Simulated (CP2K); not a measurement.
**CHClF2 (difluorochloromethane): a first try and a second**

Aim: energy and gradient of CHClF2 (difluorochloromethane) at GFN2-xTB.

The results are computed with CP2K 2026.2.

4 further runs of the same task are left out: 1 that didn't finish, 3 set aside as unsound or not needed.

## Step 1: Starting point

CHClF2 has 5 atoms, charge 0, and is taken as a singlet. SMILES: `FC(F)Cl`. The shape is that of a PBE0-D4/def2-TZVP optimisation.

Bond lengths: F1–C2 1.334 Å, C2–F3 1.334 Å, C2–Cl4 1.763 Å, C2–H5 1.090 Å. Angles: F1–C2–F3 108.3°, F1–C2–Cl4 109.7°, F3–C2–Cl4 109.7°, F1–C2–H5 110.0°, F3–C2–H5 110.0°, Cl4–C2–H5 109.0°.

## Step 2: First attempt

mol.inp reads:

```
&global
 project mol
 run_type ENERGY_FORCE
 print_level MEDIUM
&end

&force_eval
 method Quickstep
 &dft
  charge 0
  multiplicity 1
  &QUICKSTEP
   method XTB
   eps_default 1.0E-10
   &xtb
    gfn_type TBLITE
    &tblite
     method GFN2
    &end
    check_atomic_charges F
   &end
  &end
  &poisson
   periodic NONE
   poisson_solver ANALYTIC
  &end
  &scf
   scf_guess ATOMIC
   eps_scf 1.0E-06
   max_scf 150
   added_mos 4
   &diagonalization
    algorithm STANDARD
   &end
   &mixing
    method DIRECT_P_MIXING
    alpha 0.4
   &end
   &smear ON
    method FERMI_DIRAC
    electronic_temperature [K] 300
   &end
  &end
  &print
   &moments
    periodic F
    reference COM
    max_moment 1
   &end
   &mo ON
    energies T
    occupation_numbers T
    ndigits 6
    &each
     qs_scf 0
    &end
    add_last NUMERIC
   &end
   &hirshfeld OFF
   &end
  &end
 &end
 &subsys
  &cell
   abc [angstrom] 14.4 13.8 14
   periodic NONE
  &end
  &coord
   F      7.572300     6.200950     7.999600
   C      7.642800     6.792650     6.805600
   F      8.377600     6.023150     6.000400
   Cl     6.022400     6.977950     6.136500
   H      8.102000     7.776850     6.903100
  &end
 &end
 &print
  &forces ON
  &end
 &end
&end
```

Launch:

```sh
OMP_NUM_THREADS=1 cp2k.psmp -i mol.inp -o mol.out
```

What it wrote:

```text
Possible matches for unknown subsection

 QUICKSTEP

   keyword UKS in section %__ROOT__%FORCE_EVAL%DFT score:  104
   keyword MULTIP in section %__ROOT__%FORCE_EVAL%DFT score:  104
   keyword ROKS in section %__ROOT__%FORCE_EVAL%DFT score:  103
   enum MULLIKEN in section %__ROOT__%FORCE_EVAL%DFT for keyword PLUS_U_METHOD score:  103
   keyword SUBCELLS in section %__ROOT__%FORCE_EVAL%DFT score:  103

 *******************************************************************************
 *   ___                                                                       *
 *  /   \                                                                      *
 * [ABORT]                                                                     *
 *  \___/               unknown subsection QUICKSTEP of section DFT            *
 *    |                                                                        *
 *  O/|                                                                        *
 * /| |                                                                        *
 * / \                                               input/input_parsing.F:192 *
 *******************************************************************************

 ===== Routine Calling Stack =====

            4 section_vals_parse
            3 section_vals_parse
            2 section_vals_parse
            1 read_input
```

Wall time 0.86 s (1 thread of Intel Xeon Platinum 8488C (Sapphire Rapids), shared host); peak memory 0.16 GiB.

## Step 3: Reading the log

The program refused the input.

The log says `\___/               unknown subsection QUICKSTEP of section DFT`. What is wrong: unknown section.

## Step 4: Try two

job.inp reads:

```
&global
  project_name job
  run_type ENERGY_FORCE
  print_level MEDIUM
&end global

&force_eval
  method Quickstep
  &dft
    charge 0
    multiplicity 1
    ! Quickstep
    &qs
      method XTB
      eps_default 1.0E-10
      &xtb
        gfn_type TBLITE
        &tblite
          method GFN2
        &end tblite
        check_atomic_charges F
      &end xtb
    &end qs
    ! isolated system
    &poisson
      periodic NONE
      poisson_solver ANALYTIC
    &end poisson
    &scf
      scf_guess ATOMIC
      eps_scf 1.0E-06
      max_scf 150
      added_mos 4
      &diagonalization
        algorithm STANDARD
      &end diagonalization
      &mixing
        method DIRECT_P_MIXING
        alpha 0.4
      &end mixing
      &smear ON
        method FERMI_DIRAC
        electronic_temperature [K] 300
      &end smear
    &end scf
    &print
      &moments
        periodic F
        reference COM
        max_moment 1
      &end moments
      &mo ON
        energies T
        occupation_numbers T
        ndigits 6
        &each
          qs_scf 0
        &end each
        add_last NUMERIC
      &end mo
      &hirshfeld OFF
      &end hirshfeld
    &end print
  &end dft
  &subsys
    &cell
      abc [angstrom] 14.4 13.8 14
      periodic NONE
    &end cell
    &coord
      F      7.572300     6.200950     7.999600
      C      7.642800     6.792650     6.805600
      F      8.377600     6.023150     6.000400
      Cl     6.022400     6.977950     6.136500
      H      8.102000     7.776850     6.903100
    &end coord
  &end subsys
  ! extra output
  &print
    &forces ON
    &end forces
  &end print
&end force_eval
```

Launch:

```sh
OMP_NUM_THREADS=1 cp2k.psmp -i job.inp -o job.out
```

What it wrote:

```text
CP2K| version string:                                       CP2K version 2026.2
[...]
 GLOBAL| Method name                                                        CP2K
[...]
 GLOBAL| Run type                                                   ENERGY_FORCE
[...]
                             - Atoms:                                          5
[...]
                             - Spherical basis functions:                     22
[...]
 Number of electrons:                                                         26
[...]
  *** SCF run converged in    15 steps ***
[...]
  Fermi energy:                                                -0.23477304164552
[...]
 TB_DIPOLE| Moment [Debye]          0.57214049       1.52450995       0.09435351
 TB_DIPOLE| Derivative [a.u.]       0.00000000       0.00000000       0.00000000
[...]
 ENERGY| Total FORCE_EVAL ( QS ) energy [hartree]            -16.652969597711749
 FORCES| Atomic forces [hartree/bohr]
 FORCES|   Atom     x               y               z               |f|
 FORCES|      1  1.72336463E-03 -1.07809139E-03 -2.20733538E-04   2.04474692E-03
 FORCES|      2 -1.07427244E-03 -1.87937711E-03 -2.10092286E-04   2.17491571E-03
 FORCES|      3  1.05396854E-03 -9.53455144E-04  1.47132935E-03   2.04566284E-03
 FORCES|      4 -6.42482002E-03 -2.18594886E-04 -2.57230487E-03   6.92407744E-03
 FORCES|      5  4.72175930E-03  4.12951852E-03  1.53180134E-03   6.45711618E-03
 FORCES| Sum     4.77048956E-17  1.25767452E-16 -1.44198889E-16
 FORCES| Total atomic force                                       1.97196675E-16
[...]
```

It took 0.86 s on 1 thread of Intel Xeon Platinum 8488C (Sapphire Rapids), shared host; peak memory 0.19 GiB.

## Step 5: Outcome

At GFN2-xTB:

| quantity | value |
| --- | --- |
| total energy | -16.65297 Eh |
| dipole moment (from atomic charges alone) | 1.63 D |
| HOMO energy | -12.65 eV |
| LUMO energy | -5.49 eV |
| HOMO–LUMO gap | 7.16 eV |
| largest force on an atom | 0.356 eV/Å |

What this shows: The dipole comes from point charges on the atoms alone, without atomic dipoles, so it is partial. The largest force is 0.36 eV/Å: the shape isn't a stationary point for this species at this level.
